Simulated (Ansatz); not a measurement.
Elastic constant C44 of antifluorite Mg2Ge at several levels of theory

No measured value is used here.

```
level (code)     value (GPa)  cell (Å³/atom)
---------------  -----------  --------------
LDA (Ansatz)            47.4           20.70
PBE (Ansatz)            41.8           22.07
PBEsol (Ansatz)         44.0           21.48
HSE06 (Ansatz)          46.6           21.66
PBE0 (Ansatz)           47.2           21.61
```

Each level is taken at its own relaxed cell. K meshes differ between the levels. Ansatz's density-functional and Hartree–Fock values are scalar-relativistic unless marked +SOC, with PAW data made under PBE.

Ansatz is a first-principles code.
